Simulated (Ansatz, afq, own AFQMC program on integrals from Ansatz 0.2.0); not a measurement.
Integrals from Ansatz 0.2.0, then the random walk in our own AFQMC program (afq).

```yaml
crystal:
  periodic: [false, false, false]
  atoms:
    - {symbol: Al, position_ang: [0.000000, 0.000000, 1.874354]}
    - {symbol: O, position_ang: [0.000000, 0.000000, -0.315853]}
    - {symbol: H, position_ang: [0.000000, 0.000000, -1.558500]}
basis:
  gaussian: {orbitals: cc-pVDZ}
magnetization: {spin_polarized: false}
correlation: {method: ccsd_t, electrons: outside_noble_gas, hamiltonian_folder: ham}
```

```sh
$ ansatz run in.yaml --threads 1 --pin off --events-out ev --progress --plain --max-ram 1382MiB
```

Options of the walk:

```
--method phaseless --trial cisd --walkers 60 --populations 1 --least-time 40 --time-step 0.005 --steps-per-block 50 --equilibration-blocks 40 --max-blocks 300 --target-error 0.00076 --factor-cut 1e-05 --seed 6540 --release-times 0.24,0.51,0.99,1.62,2.4 --release-step 0.03 --release-every 4 --taylor-order 6
```

Times are imaginary, in 1/Eh. The walk had a cap of 726 s.

Output of the walk:

```
orbitals 31  electrons 5 5  factors 210 of 359
reference energy -317.28832841 Eh
CCSD correlation -0.26878571 Eh in 12 cycles, weight of the determinant in the CISD state 0.8535
energy of the start -317.557114 Eh
 block  time / (1/Eh)  mean weight  energy / Eh
     1     0.250  0.9997  -317.553376
     2     0.500  0.9989  -317.555324
     3     0.750  0.9996  -317.560321
     4     1.000  1.0018  -317.594873
     5     1.250  0.9998  -317.572019
     8     2.000  0.9978  -317.568633
    17     4.250  0.9987  -317.570336
    41    10.250  0.9997  -317.557629
    65    16.250  0.9976  -317.569113
    81    20.250  1.0017  -317.549506
    89    22.250  0.9974  -317.558731
    97    24.250  1.0013  -317.594726
   113    28.250  1.0026  -317.586025
   137    34.250  0.9980  -317.583268
   161    40.250  1.0010  -317.570356
   185    46.250  1.0021  -317.560481
   209    52.250  1.0006  -317.564328
   233    58.250  1.0012  -317.565681
   257    64.250  0.9990  -317.569763
   281    70.250  0.9999  -317.563385
   305    76.250  0.9979  -317.564060
   329    82.250  0.9999  -317.576432
   337    84.250  1.0003  -317.569058
blocks merged  error / Eh  count
     1  0.000667  300
     2  0.000789  150
     4  0.000946  75
     8  0.001100  37
    16  0.001255  18
    32  0.001399  9
released: time / (1/Eh)  energy / Eh  error  mean overlap
  0.24  -317.568946  0.001230  0.9997
  0.51  -317.568164  0.001057  1.0043
  0.99  -317.569323  0.001130  0.9996
  1.62  -317.569314  0.001567  0.9852
  2.40  -317.568996  0.002087  0.9837
energy -317.567726 +/- 0.001255 Eh
(rows thinned)
```

The run passed its tests (sampling time, drift between the halves within three errors, error under three times the target), which doesn't prove that it has relaxed.

Against this walk (error 34.2 meV) on the same determinant: CCSD(T) 33.6 meV higher (within the noise), CCSDT(Q) 43.7 meV lower (within the noise). The error is statistical and leaves out the bias of the constraint. None of these is a sure reference here. Released to 2.40 1/Eh the energy moves by -35 ± 66 meV (both errors), within twice the noise.

Cautions: constraint bias not in the error; error above the target (34.2 against 20.7 meV); higher spins were not checked; strong correlation (T1 0.039, weight of the determinant 0.85, largest double 0.10); the bias of populations of 60 walkers isn't removed.

The walk took 3.4 min on 1 thread of Intel(R) Xeon(R) Platinum 8175M CPU @ 2.50GHz (Skylake/Cascade Lake), on a shared host. The log's last line is the phaseless energy.

CCSDT and higher add their correlation energy to the determinant of the CCSD(T) run, since their own runs factorise the integrals more tightly (a shift of under 2 meV). A walk keeps the symmetry of its determinant, which the program's search chose and which needn't be the lowest solution, so a lower state of the same spin and another symmetry isn't excluded.
